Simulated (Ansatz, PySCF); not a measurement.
This Ansatz (a quantum-chemistry and plane-wave program) input computes a r2SCAN/def2-TZVPD energy:

Ansatz 0.2 input:
```yaml
crystal:
  periodic: [false, false, false]
  atoms:
    - {symbol: C, position_ang: [-0.57228123, 0.00747040, -0.00078176]}
    - {symbol: F, position_ang: [0.71108630, -0.07346237, -0.05506023]}
    - {symbol: H, position_ang: [-0.92248287, 0.17658991, 1.10430640]}
    - {symbol: H, position_ang: [-0.90855118, 1.12961277, 0.01268942]}
    - {symbol: H, position_ang: [-1.13505528, -0.68986378, -0.61676320]}
basis:
  gaussian:
    orbitals: def2-TZVPD
hamiltonian:
  xc: {name: r2SCAN}
total_charge: 1
magnetization: {spin_polarized: true, initial_magnetization: 1}
output: {forces: true}
```

Q: Write an input for the same energy in PySCF and say what it gives.

A: 
```python
from pyscf import gto, scf, dft

mol = gto.M(
    atom='''
    C    -0.57228123    0.00747040   -0.00078176
    F     0.71108630   -0.07346237   -0.05506023
    H    -0.92248287    0.17658991    1.10430640
    H    -0.90855118    1.12961277    0.01268942
    H    -1.13505528   -0.68986378   -0.61676320
    ''',
    basis='def2-tzvpd',
    charge=1,
    spin=1,
    verbose=4,
)

mf = dft.UKS(mol, xc='r2scan').density_fit(auxbasis='def2-universal-jkfit')
mf.grids.level = 4
mf.conv_tol = 1e-9
mf.max_cycle = 100
mf.max_memory = 1500
mf.kernel()
if not mf.converged:
    mf = mf.newton()
    mf.kernel(mf.make_rdm1())
for _ in range(2):
    mo, _, stable, _ = mf.stability(return_status=True)
    if stable:
        break
    mf.kernel(mf.make_rdm1(mo, mf.mo_occ))
mf.analyze()
```
It gives -139.28297 Eh, and Ansatz -139.28292 Eh, a difference of 0.05 mEh, from the treatment of integrals and grids.
